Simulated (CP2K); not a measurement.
**doublet C3H5F+: a chain of runs**

We compute a series of 9 runs (USVWN5/SZV-GTH, SVWN5/DZVP-GTH, USVWN5/DZVP-GTH, SVWN5/TZVP-GTH, USVWN5/TZVP-GTH, SVWN5/TZV2P-GTH, USVWN5/TZV2P-GTH, SVWN5/QZV2P-GTH, and more) of C3H5F. 

Program for the calculation: CP2K 2026.2.

## Step 1: The molecule

The species is C3H5F+ (9 atoms), meant as a doublet with charge +1. As SMILES of the parent species, `C=CCF`. The coordinates come from a PBE0-D4/def2-TZVP relaxation. That shape belongs to the parent species and isn't relaxed for this state.

Bond lengths: C1–C2 1.324 Å, C2–C3 1.486 Å, C3–F4 1.387 Å, C1–H5 1.084 Å, C1–H6 1.086 Å, C2–H7 1.087 Å, C3–H8 1.096 Å, C3–H9 1.094 Å. Some angles: C1–C2–C3 123.6°, C2–C3–F4 110.3°, C1–C2–H7 120.6°, C3–C2–H7 115.9°, C2–C1–H5 121.7°, C2–C1–H6 121.3°, C2–C3–H8 111.1°, C2–C3–H9 111.2°, F4–C3–H8 106.9°, F4–C3–H9 108.2°.

## Step 2: Energy and gradient at USVWN5/SZV-GTH (core potential) (run 1)

molecule.inp reads:

```
&GLOBAL
  PROJECT molecule
  RUN_TYPE ENERGY_FORCE
  PRINT_LEVEL MEDIUM
&END GLOBAL
&FORCE_EVAL
  METHOD Quickstep
  &DFT
    BASIS_SET_FILE_NAME GTH_BASIS_SETS
    POTENTIAL_FILE_NAME GTH_POTENTIALS
    CHARGE 1
    MULTIPLICITY 2
    UKS T
    &QS
      METHOD GPW
      EPS_DEFAULT 1.0E-10
    &END QS
    # plane-wave cutoff in Ry
    &MGRID
      CUTOFF 400
      REL_CUTOFF 50
      NGRIDS 4
    &END MGRID
    # cluster boundary conditions
    &POISSON
      PERIODIC NONE
      POISSON_SOLVER WAVELET
    &END POISSON
    # SCF settings
    &SCF
      SCF_GUESS ATOMIC
      EPS_SCF 1.0E-06
      MAX_SCF 50
      &OT
        MINIMIZER DIIS
        PRECONDITIONER FULL_ALL
      &END OT
      &OUTER_SCF
        EPS_SCF 1.0E-06
        MAX_SCF 5
      &END OUTER_SCF
    &END SCF
    &XC
      &XC_FUNCTIONAL
        &LDA_X
        &END LDA_X
        &LDA_C_VWN
        &END LDA_C_VWN
      &END XC_FUNCTIONAL
    &END XC
    # extra output
    &PRINT
      &MOMENTS
        PERIODIC F
        REFERENCE COM
        MAX_MOMENT 1
      &END MOMENTS
      &MO_CUBES
        NLUMO 1
        NHOMO -1
        WRITE_CUBE F
      &END MO_CUBES
      &HIRSHFELD OFF
      &END HIRSHFELD
    &END PRINT
  &END DFT
  &SUBSYS
    &CELL
      ABC 12.2 12.2 12.2
      PERIODIC NONE
    &END CELL
    &COORD
      C     -0.578000     1.122500    -0.608000
      C      0.352500     0.215400    -0.353400
      C      0.200500    -0.852800     0.668500
      F      0.430500    -2.098200     0.102300
      H     -0.422500     1.909200    -1.336700
      H     -1.531700     1.114000    -0.089100
      H      1.299800     0.230700    -0.886500
      H      0.929800    -0.730800     1.477200
      H     -0.806800    -0.852300     1.094700
    &END COORD
    &TOPOLOGY
      &CENTER_COORDINATES
      &END CENTER_COORDINATES
    &END TOPOLOGY
    &KIND C
      BASIS_SET SZV-GTH-q4
      POTENTIAL GTH-PBE-q4
    &END KIND
    &KIND F
      BASIS_SET SZV-GTH-q7
      POTENTIAL GTH-PBE-q7
    &END KIND
    &KIND H
      BASIS_SET SZV-GTH-q1
      POTENTIAL GTH-PBE-q1
    &END KIND
  &END SUBSYS
  # extra output
  &PRINT
    &FORCES ON
    &END FORCES
  &END PRINT
&END FORCE_EVAL
```

Run with:

```bash
$ OMP_NUM_THREADS=2 cp2k.psmp -i molecule.inp > molecule.out 2>&1
```

The log of the run (excerpt; [...] marks lines left out):

```text
CP2K| version string:                                       CP2K version 2026.2
[...]
 GLOBAL| Method name                                                        CP2K
[...]
 GLOBAL| Run type                                                   ENERGY_FORCE
[...]
 DFT| Spin unrestricted (spin-polarized) Kohn-Sham calculation               UKS
 DFT| Multiplicity                                                             2
[...]
 DFT| Charge                                                                   1
[...]
 FUNCTIONAL| LDA_X:
[...]
 FUNCTIONAL| LDA_C_VWN:
[...]
 QS| Method:                                                                 GPW
[...]
 QS| Density cutoff [a.u.]:                                                200.0
[...]
 QS| Relative density cutoff [a.u.]:                                        25.0
[...]
                             - Atoms:                                          9
[...]
                             - Spherical basis functions:                     21
[...]
 Number of electrons:                                                         12
[...]
     1 OT DIIS     0.15E+00    2.2     0.15276322       -42.0220865115 -4.20E+01
[...]
    34 OT DIIS     0.15E+00    1.9     0.00000081       -43.1279051595 -4.97E-10
  *** SCF run converged in    34 steps ***
[...]
  Overlap energy of the core charge distribution:               0.00000273528449
  Self energy of the core charge distribution:               -111.36982629700543
  Core Hamiltonian energy:                                     30.76951359863627
  Hartree energy:                                              47.99840155045709
  Exchange-correlation energy:                                -10.52599674683148
  Total energy:                                               -43.12790515945906
[...]
                     Mulliken Population Analysis
 #  Atom  Element  Kind  Atomic population (alpha,beta) Net charge  Spin moment
       1     C        1         2.351085     2.032311    -0.383396     0.318773
       2     C        1         2.213534     1.972320    -0.185855     0.241214
       3     C        1         2.163052     2.122573    -0.285625     0.040479
       4     F        2         3.679984     3.368865    -0.048848     0.311119
       5     H        3         0.303425     0.316113     0.380462    -0.012688
       6     H        3         0.318255     0.330263     0.351481    -0.012008
       7     H        3         0.310869     0.315239     0.373892    -0.004371
       8     H        3         0.326526     0.261386     0.412088     0.065140
       9     H        3         0.333272     0.280929     0.385799     0.052342
 # Total charge and spin       12.000000    11.000000     1.000000     1.000000
[...]
 HOMO - LUMO gap [eV] :    0.425341
 ENERGY| Total FORCE_EVAL ( QS ) energy [hartree]            -43.127905159517624
 FORCES| Atomic forces [hartree/bohr]
 FORCES|   Atom     x               y               z               |f|
 FORCES|      1 -6.99302865E-02  5.94882799E-02 -7.46063497E-03   9.21127651E-02
 FORCES|      2  7.18591948E-02 -8.34640268E-02  3.83038061E-02   1.16606900E-01
 FORCES|      3 -1.16457390E-02  4.54346391E-02 -4.05339086E-02   6.19913495E-02
 FORCES|      4  2.64383143E-02 -1.13818746E-01 -5.36618483E-02   1.28581823E-01
 FORCES|      5  1.83791171E-02  7.65705601E-02 -7.30552683E-02   1.07414686E-01
 FORCES|      6 -9.01143848E-02 -1.84920592E-03  4.92124654E-02   1.02693177E-01
 FORCES|      7  8.32772790E-02 -2.40343712E-03 -5.23081895E-02   9.83718883E-02
 FORCES|      8  7.23235822E-02  1.83040799E-02  9.00317028E-02   1.16924965E-01
 FORCES|      9 -9.90485665E-02  1.02852998E-03  4.78327160E-02   1.09998387E-01
 FORCES| Sum     1.53851065E-03 -7.09326715E-04 -1.63915941E-03
 FORCES| Total atomic force                                       2.35732963E-03
[...]
```

Run time: 68 s. Hardware: 2 threads of Intel Xeon 6975P-C (Granite Rapids), shared host; peak memory 1.3 GiB.

## Step 3: Singlet neutral C3H5F: energy and gradient at SVWN5/DZVP-GTH (core potential) (run 2)

molecule.inp: that of step 2 with these lines changed.

```diff
@@ -5,4 +5,5 @@
 &END GLOBAL
+
 &FORCE_EVAL
-  METHOD Quickstep
+  METHOD QUICKSTEP
   &DFT
@@ -10,5 +11,2 @@
     POTENTIAL_FILE_NAME GTH_POTENTIALS
-    CHARGE 1
-    MULTIPLICITY 2
-    UKS T
     &QS
@@ -17,3 +15,2 @@
     &END QS
-    # plane-wave cutoff in Ry
     &MGRID
@@ -23,3 +20,2 @@
     &END MGRID
-    # cluster boundary conditions
     &POISSON
@@ -28,3 +24,2 @@
     &END POISSON
-    # SCF settings
     &SCF
@@ -32,5 +27,5 @@
       EPS_SCF 1.0E-06
-      MAX_SCF 50
+      MAX_SCF 40
       &OT
-        MINIMIZER DIIS
+        MINIMIZER CG
         PRECONDITIONER FULL_ALL
@@ -39,3 +34,3 @@
         EPS_SCF 1.0E-06
-        MAX_SCF 5
+        MAX_SCF 8
       &END OUTER_SCF
@@ -50,3 +45,2 @@
     &END XC
-    # extra output
     &PRINT
@@ -58,3 +52,3 @@
       &MO_CUBES
-        NLUMO 1
+        NLUMO 5
         NHOMO -1
@@ -87,3 +81,3 @@
     &KIND C
-      BASIS_SET SZV-GTH-q4
+      BASIS_SET DZVP-GTH-q4
       POTENTIAL GTH-PBE-q4
@@ -91,3 +85,3 @@
     &KIND F
-      BASIS_SET SZV-GTH-q7
+      BASIS_SET DZVP-GTH-q7
       POTENTIAL GTH-PBE-q7
@@ -95,3 +89,3 @@
     &KIND H
-      BASIS_SET SZV-GTH-q1
+      BASIS_SET DZVP-GTH-q1
       POTENTIAL GTH-PBE-q1
@@ -99,3 +93,2 @@
   &END SUBSYS
-  # extra output
   &PRINT
```

Run with:

```bash
$ OMP_NUM_THREADS=2 cp2k.psmp -i molecule.inp -o molecule.out
```

The log of the run (excerpt; [...] marks lines left out):

```text
CP2K| version string:                                       CP2K version 2026.2
[...]
 GLOBAL| Method name                                                        CP2K
[...]
 GLOBAL| Run type                                                   ENERGY_FORCE
[...]
 DFT| Spin restricted Kohn-Sham (RKS) calculation                            RKS
 DFT| Multiplicity                                                             1
[...]
 DFT| Charge                                                                   0
[...]
 FUNCTIONAL| LDA_X:
[...]
 FUNCTIONAL| LDA_C_VWN:
[...]
 QS| Method:                                                                 GPW
[...]
 QS| Density cutoff [a.u.]:                                                200.0
[...]
 QS| Relative density cutoff [a.u.]:                                        25.0
[...]
                             - Atoms:                                          9
[...]
                             - Spherical basis functions:                     77
[...]
 Number of electrons:                                                         24
[...]
     1 OT CG       0.15E+00    1.9     0.17751910       -41.2856610323 -4.13E+01
[...]
    29 OT CG       0.66E-01    1.4     0.00000077       -43.9838808650 -5.27E-11
  *** SCF run converged in    29 steps ***
[...]
  Overlap energy of the core charge distribution:               0.00000273528449
  Self energy of the core charge distribution:               -111.36982629700543
  Core Hamiltonian energy:                                     32.95402152961210
  Hartree energy:                                              45.82898924471219
  Exchange-correlation energy:                                -11.39706807761071
  Total energy:                                               -43.98388086500736
[...]
  Dipole moment [Debye]
    X= -0.2413332E+00 Y=  0.1770242E+01 Z=  0.6164375E+00  Total=      1.8899716
[...]
 WARNING : did not converge in ot_eigensolver
 number of iterations          299  exceeded maximum
 current gradient / target gradient   8.0428240958821601E-004  /    1.0000000000000001E-005
[...]
 HOMO - LUMO gap [eV] :    5.547568
 ENERGY| Total FORCE_EVAL ( QS ) energy [hartree]            -43.983880865030557
[...]
```

Wall time 76 s (2 threads of Intel Xeon 6975P-C (Granite Rapids), shared host); peak memory 1.2 GiB.

Runs 3 to 8 aren't shown in full; the table further down has their settings and results.

## Step 4: Energy and forces at USVWN5/QZV2P-GTH (core potential) (run 9)

gas.inp reads:

```
&GLOBAL
    PROJECT_NAME gas
    RUN_TYPE ENERGY_FORCE
    PRINT_LEVEL MEDIUM
&END GLOBAL

&FORCE_EVAL
    METHOD QS
    &DFT
        BASIS_SET_FILE_NAME GTH_BASIS_SETS
        POTENTIAL_FILE_NAME GTH_POTENTIALS
        CHARGE 1
        MULTIPLICITY 2
        SPIN_POLARIZED T
        &QS
            METHOD GPW
            EPS_DEFAULT 1.0E-10
        &END QS
        &MGRID
            CUTOFF 400
            REL_CUTOFF 50
            NGRIDS 4
        &END MGRID
        ! isolated system
        &POISSON
            PERIODIC NONE
            POISSON_SOLVER WAVELET
        &END POISSON
        &SCF
            SCF_GUESS ATOMIC
            EPS_SCF 1.0E-06
            MAX_SCF 50
            &OT ON
                MINIMIZER DIIS
                PRECONDITIONER FULL_ALL
            &END OT
            &OUTER_SCF
                EPS_SCF 1.0E-06
                MAX_SCF 5
            &END OUTER_SCF
        &END SCF
        ! functional
        &XC
            &XC_FUNCTIONAL
                &LDA_X
                &END LDA_X
                &LDA_C_VWN
                &END LDA_C_VWN
            &END XC_FUNCTIONAL
        &END XC
        ! extra output
        &PRINT
            &MOMENTS
                PERIODIC F
                REFERENCE COM
                MAX_MOMENT 1
            &END MOMENTS
            &MO_CUBES
                NLUMO 1
                NHOMO -1
                WRITE_CUBE F
            &END MO_CUBES
            &HIRSHFELD OFF
            &END HIRSHFELD
        &END PRINT
    &END DFT
    ! structure
    &SUBSYS
        &CELL
            ABC [angstrom] 12.2 12.2 12.2
            PERIODIC NONE
        &END CELL
        &COORD
            C     -0.578000     1.122500    -0.608000
            C      0.352500     0.215400    -0.353400
            C      0.200500    -0.852800     0.668500
            F      0.430500    -2.098200     0.102300
            H     -0.422500     1.909200    -1.336700
            H     -1.531700     1.114000    -0.089100
            H      1.299800     0.230700    -0.886500
            H      0.929800    -0.730800     1.477200
            H     -0.806800    -0.852300     1.094700
        &END COORD
        &TOPOLOGY
            &CENTER_COORDINATES
            &END CENTER_COORDINATES
        &END TOPOLOGY
        &KIND C
            BASIS_SET QZV2P-GTH-q4
            POTENTIAL GTH-PBE-q4
        &END KIND
        &KIND F
            BASIS_SET QZV2P-GTH-q7
            POTENTIAL GTH-PBE-q7
        &END KIND
        &KIND H
            BASIS_SET QZV2P-GTH-q1
            POTENTIAL GTH-PBE-q1
        &END KIND
    &END SUBSYS
    &PRINT
        &FORCES ON
        &END FORCES
    &END PRINT
&END FORCE_EVAL
```

Run with:

```bash
$ OMP_NUM_THREADS=2 cp2k.psmp gas.inp > gas.out
```

The log of the run (excerpt; [...] marks lines left out):

```text
CP2K| version string:                                       CP2K version 2026.2
[...]
 GLOBAL| Method name                                                        CP2K
[...]
 GLOBAL| Run type                                                   ENERGY_FORCE
[...]
 DFT| Spin unrestricted (spin-polarized) Kohn-Sham calculation               UKS
 DFT| Multiplicity                                                             2
[...]
 DFT| Charge                                                                   1
[...]
 FUNCTIONAL| LDA_X:
[...]
 FUNCTIONAL| LDA_C_VWN:
[...]
 QS| Method:                                                                 GPW
[...]
 QS| Density cutoff [a.u.]:                                                200.0
[...]
 QS| Relative density cutoff [a.u.]:                                        25.0
[...]
                             - Atoms:                                          9
[...]
                             - Spherical basis functions:                    154
[...]
 Number of electrons:                                                         12
[...]
     1 OT DIIS     0.15E+00    2.9     0.07586721       -40.7964332901 -4.08E+01
[...]
    14 OT DIIS     0.15E+00    2.0     0.00000040       -43.6425365472 -1.78E-09
  *** SCF run converged in    14 steps ***
[...]
  Overlap energy of the core charge distribution:               0.00000273528449
  Self energy of the core charge distribution:               -111.36982629700543
  Core Hamiltonian energy:                                     32.53596243523593
  Hartree energy:                                              46.23948801977392
  Exchange-correlation energy:                                -11.04816344051747
  Total energy:                                               -43.64253654722855
[...]
  Dipole moment [Debye]
    X= -0.9080626E+00 Y=  0.4516370E+01 Z=  0.2539015E+00  Total=      4.6137448
[...]
 WARNING : did not converge in ot_eigensolver
 number of iterations          299  exceeded maximum
 current gradient / target gradient   1.1308459304051687E-005  /    1.0000000000000001E-005
[...]
 HOMO - LUMO gap [eV] :    0.707062
 ENERGY| Total FORCE_EVAL ( QS ) energy [hartree]            -43.642536547304545
[...]
```

Run time: 2.4 min. Hardware: 2 threads of Intel Xeon 6975P-C (Granite Rapids), shared host; peak memory 1.3 GiB.

## Step 5: The series

| run | level | iteration cap | ot minimizer | partner | energy (Eh) | HOMO energy (eV) | LUMO energy (eV) | ⟨S²⟩ | wall time |
| --- | --- | --- | --- | --- | --- | --- | --- | --- | --- |
| 1 | USVWN5/SZV-GTH (core potential) | 50 | DIIS | cation | -43.127905 | -17.02 | -16.60 | 0.751 | 68 s |
| 2 | SVWN5/DZVP-GTH (core potential) | 40 | CG | base | -43.983881 | -6.84 | -1.30 | – | 76 s |
| 3 | USVWN5/DZVP-GTH (core potential) | 50 | DIIS | cation | -43.603030 | -14.54 | -13.84 | 0.751 | 87 s |
| 4 | SVWN5/TZVP-GTH (core potential) | 40 | CG | base | -44.016451 | -7.03 | -1.53 | – | 66 s |
| 5 | USVWN5/TZVP-GTH (core potential) | 50 | DIIS | cation | -43.631403 | -14.61 | -13.91 | 0.751 | 1.9 min |
| 6 | SVWN5/TZV2P-GTH (core potential) | 40 | CG | base | -44.024938 | -7.02 | -1.53 | – | 53 s |
| 7 | USVWN5/TZV2P-GTH (core potential) | 50 | DIIS | cation | -43.640410 | -14.59 | -13.89 | 0.751 | 2 min |
| 8 | SVWN5/QZV2P-GTH (core potential) | 40 | CG | base | -44.027242 | -7.04 | -1.56 | – | 72 s |
| 9 | USVWN5/QZV2P-GTH (core potential) | 50 | DIIS | cation | -43.642537 | -14.59 | -13.89 | 0.751 | 2.4 min |

Convergence of the HOMO energy of singlet C3H5F with the basis set, against the last point:

| basis set | from the last (eV) | wall time |
| --- | --- | --- |
| DZVP-GTH | +0.1919 | 76 s |
| TZVP-GTH | +0.0058 | 66 s |
| TZV2P-GTH | +0.0137 | 53 s |
| QZV2P-GTH | +0.0000 | 72 s |

Convergence of the vertical ionisation energy (to the doublet cation) of singlet C3H5F with the basis set, against the last point:

| basis set | from the last (eV) | wall time |
| --- | --- | --- |
| DZVP-GTH | -0.1049 | 2.7 min |
| TZVP-GTH | +0.0093 | 3 min |
| TZV2P-GTH | -0.0049 | 2.8 min |
| QZV2P-GTH | +0.0000 | 3.5 min |

## Step 6: Results

```
                                                           quantity         value
                              run 9, USVWN5/QZV2P-GTH: total energy  -43.64254 Eh
        run 9, USVWN5/QZV2P-GTH: HOMO energy (highest over α and β)     -14.59 eV
         run 9, USVWN5/QZV2P-GTH: LUMO energy (lowest over α and β)     -13.89 eV
                                      run 9, USVWN5/QZV2P-GTH: ⟨S²⟩         0.751
                  run 9, USVWN5/QZV2P-GTH: largest force on an atom    4.028 eV/Å
 vertical ionisation energy (to the doublet cation), SVWN5/DZVP-GTH     10.363 eV
 vertical ionisation energy (to the doublet cation), SVWN5/TZVP-GTH     10.478 eV
vertical ionisation energy (to the doublet cation), SVWN5/TZV2P-GTH     10.464 eV
vertical ionisation energy (to the doublet cation), SVWN5/QZV2P-GTH     10.468 eV
```

**Reading.** For the HOMO energy of singlet C3H5F to stay within 0.1 eV of the last point, TZVP-GTH is the first point of the series from which all later ones do (66 s against 72 s). For the HOMO energy of singlet C3H5F to stay within 0.02 eV of the last point, TZVP-GTH is the first point of the series from which all later ones do (66 s against 72 s). For the vertical ionisation energy (to the doublet cation) of singlet C3H5F to stay within 0.1 eV of the last point, TZVP-GTH is the first point of the series from which all later ones do (3 min against 3.5 min). For the vertical ionisation energy (to the doublet cation) of singlet C3H5F to stay within 0.02 eV of the last point, TZVP-GTH is the first point of the series from which all later ones do (3 min against 3.5 min). In run 1 the basis is minimal, so the values are rough. All runs together took 13 min, the longest 2.4 min.
